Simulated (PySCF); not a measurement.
Ligands exchanged one at a time, Al F-CH3. All species are isolated molecules in the gas phase. Strings in code marks are SMILES.

Computed with PBE-D3(BJ)/def2-TZVP // B3LYP-D3(BJ)/def2-TZVP (PySCF). All candidates: neutral, multiplicity 1. 

```json
{
  "dipole_moment": "0.01 D",
  "HOMO": "-6.25 eV",
  "LUMO": "-1.15 eV"
}
```

Q: Identify which member has these values.
(A) `[CH3][Al]([CH3])[CH3]`
(B) `[CH3][Al]([CH3])[F]`
(C) `[CH3][Al]([F])[F]`
(D) `[F][Al]([F])[F]`

A: A, `[CH3][Al]([CH3])[CH3]`. The others give `[CH3][Al]([CH3])[F]`: 1.85 D, -6.62 eV, -1.06 eV; `[F][Al]([F])[F]`: 0.00 D, -9.62 eV, -2.42 eV; `[CH3][Al]([F])[F]`: 2.22 D, -7.92 eV, -1.38 eV
